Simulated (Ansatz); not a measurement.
# AlSiH₂ (quartet): wave-function methods side by side at distance Si1–Al2 = 2.409 Å, cc-pVDZ

One table from this session's results is given with a row withheld; the runs are named, their logs left out.

Program: Ansatz 0.2.0, Gaussian basis. Level of theory: cc-pVDZ, core rule «outside noble gas», up to 10 orbitals frozen. These are calculated values, not measurements.

To be run: UHF; CCSD(T) on ROHF; CCSD(T) on UHF; BCCD(T) on ROHF; CISD; CCSDT(Q) on ROHF; CCSDT(Q) on UHF; CASSCF and MRCISD+Q, 5 electrons in 5 orbitals; CASSCF and NEVPT2, 5 electrons in 5 orbitals.

36 further runs of the same task are left out: 14 for a known fault of the program, 14 that didn't finish, 8 set aside as unsound or not needed.

## The geometry

The geometry derives from a PBE0/def2-TZVP stationary point (not a proven minimum). One bond is set to the value named and the two fragments are kept rigid.

4 atoms, charge 0, spin multiplicity 4.

Atoms are counted from 1 here; the program's logs count them from 0.

Bond lengths: Si1–Al2 2.409 Å, Al2–H3 1.583 Å, Al2–H4 1.583 Å. Angles: Si1–Al2–H3 117.4°, Si1–Al2–H4 117.4°, H3–Al2–H4 125.2°.

The first run:

Contents of in.yaml:

```yaml
crystal:
  periodic: [false, false, false]
  atoms:
    - {symbol: Si, position_ang: [0.000000, 0.000000, 1.249328]}
    - {symbol: Al, position_ang: [0.000000, 0.000000, -1.159384]}
    - {symbol: H, position_ang: [0.000000, 1.405470, -1.888034]}
    - {symbol: H, position_ang: [0.000000, -1.405470, -1.888034]}
basis:
  gaussian: {orbitals: cc-pVDZ}
magnetization: {spin_polarized: true, initial_magnetization: 3}
hamiltonian: {xc: hf}
output: {orbitals: {seedname: orbitals}}
```

The run is started by

```sh
$ ansatz run in.yaml --threads 1 --pin off --events-out ev --progress --plain --max-ram 2393MiB
```

Steps of the session up to this table: UHF; CCSD(T) on ROHF; CCSD(T) on UHF; BCCD(T) on ROHF; CISD; CCSDT(Q) on ROHF; CCSDT(Q) on UHF; CASSCF and MRCISD+Q, 5 electrons in 5 orbitals; CASSCF and NEVPT2, 5 electrons in 5 orbitals.

One table of the session follows, with a row left open; its other results are not shown here.

It belongs to the step «Misses and costs». 

| method | from UCCSDT(Q) (meV) |
| --- | --- |
| ROHF | +4246.1 |
| UHF | +4224.2 |
| RMP2 | +1073.0 |
| UMP2 | +1079.1 |
| CISD | +385.4 |
| RCCSD | +149.3 |
| UCCSD | +148.9 |
| RCCSD(T) | +38.7 |
| UCCSD(T) | +38.7 |
| BCCD(T) | +37.3 |
| RCCSDT | ? |
| UCCSDT | +6.2 |
| RCCSDT(Q) | +0.2 |
| UCCSDT(Q) | 0 |
| CASSCF pair | +3865.4 |
| NEVPT2 pair | +1086.6 |
| MRCISD pair | +367.5 |
| MRCISD+Q pair | +9.9 |

Estimate the missing values for RCCSDT.

As computed: from UCCSDT(Q) (meV): +6.3. In the column «from UCCSDT(Q) (meV)» it lies between UCCSDT (+6.2) and MRCISD+Q pair (+9.9).

Caveats from the session: Restricted and unrestricted rows rest on different reference determinants; where their highest levels disagree by more than a few hundredths of an eV, they describe different states and don't form one ladder.
